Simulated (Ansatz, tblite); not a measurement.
# The cluster Sb3−: one state, many levels

An exercise on one series of results from a longer session: the logs are not shown, and one member is left open.

Program: Ansatz 0.2.0, Gaussian basis. Level of theory: as each input shows. These are calculated values, not measurements.

Plan: GFN1-xTB, GFN2-xTB, PBE-D4/def2-TZVPD, r2SCAN-D4/def2-TZVPD, ωB97M-V/def2-TZVPD, B97M-V/def2-TZVPD, HSE06-D4/def2-TZVPD, r2SCANh-D4/def2-TZVPD, LDA/def2-TZVPD, PBE-D4/def2-SVPD, PBE0-D4/def2-SVPD, CCSD(T)/def2-TZVPPD, MP2/def2-TZVPD, RPA/def2-TZVPD.

2 further runs of the same task are left out: 2 set aside as unsound or not needed. Runs told in other sessions of the task aren't counted.

**The geometry**

The geometry is that of the singlet, from an earlier relaxation (r2SCAN-D4/def2-SVPD). At that level it is the lowest of the isomers that a small search found.

3 atoms, charge -1, spin multiplicity 1.

Bond lengths: Sb1–Sb2 2.692 Å, Sb1–Sb3 3.091 Å, Sb2–Sb3 2.692 Å. Angles: Sb2–Sb1–Sb3 55.0°, Sb1–Sb2–Sb3 70.1°, Sb1–Sb3–Sb2 55.0°.

Sb takes a core potential in the def2 sets. No spin-orbit coupling is included. The ion is computed in the gas phase, without counter-ions or solvent.

PBE0-D4/def2-TZVPD was run before; its log isn't repeated, and its numbers join the tables.

The first run:

Tight binding, by tblite at 300 K electronic temperature and without a spin-polarisation term:

```python
tblite.interface.Calculator('GFN1-xTB', numbers, positions, charge=-1, uhf=0).singlepoint()
```

Tight binding, by tblite at 300 K electronic temperature and without a spin-polarisation term:

```python
tblite.interface.Calculator('GFN2-xTB', numbers, positions, charge=-1, uhf=0).singlepoint()
```

start.molden holds the orbitals of an earlier run on this state, given as this run's starting guess.

The input, in.yaml:

```yaml
crystal:
  periodic: [false, false, false]
  atoms:
    - {symbol: Sb, position_ang: [1.320114, 0.080964, 1.085591]}
    - {symbol: Sb, position_ang: [-0.149926, -1.273728, -0.717134]}
    - {symbol: Sb, position_ang: [-1.170188, 1.192754, -0.368457]}
basis:
  gaussian: {orbitals: def2-TZVPD, initial_orbitals: start.molden}
total_charge: -1
hamiltonian: {xc: pbe, dispersion: d4}
scf: {omitted_lower_state_checks: [starts]}
output: {orbitals: {seedname: orbitals}}
```

Started as:

```
> ansatz run in.yaml --threads 4 --pin off --events-out ev --progress --plain --max-ram 3916MiB
```

Among the steps run: PBE-D4/def2-TZVPD; r2SCAN-D4/def2-TZVPD; ωB97M-V/def2-TZVPD; B97M-V/def2-TZVPD; HSE06-D4/def2-TZVPD; r2SCANh-D4/def2-TZVPD; LDA/def2-TZVPD; PBE-D4/def2-SVPD; PBE0-D4/def2-SVPD; CCSD(T)/def2-TZVPPD; MP2/def2-TZVPD; RPA/def2-TZVPD.

One table of the session follows, with a row left open; its other results are not shown here.

| level | LUMO (eV) | gap (eV) |
| --- | --- | --- |
| LDA/def2-TZVPD | 0.66 | 0.20 |
| PBE-D4/def2-SVPD | ? | ? |
| PBE-D4/def2-TZVPD | 0.84 | 0.22 |
| r2SCAN-D4/def2-TZVPD | 0.79 | 0.30 |
| B97M-V/def2-TZVPD | 0.92 | 0.32 |
| r2SCANh-D4/def2-TZVPD | 0.97 | 0.73 |
| PBE0-D4/def2-SVPD | 1.45 | 1.34 |
| PBE0-D4/def2-TZVPD | 1.29 | 1.34 |
| HSE06-D4/def2-TZVPD | 0.94 | 0.64 |
| ωB97M-V/def2-TZVPD | 2.74 | 4.43 |

Q: Estimate the row for PBE-D4/def2-SVPD from the others.

**Answer.** LUMO (eV): 1.03; gap (eV): 0.21. In the column «LUMO (eV)» it lies between r2SCANh-D4/def2-TZVPD (0.97) and PBE0-D4/def2-TZVPD (1.29).
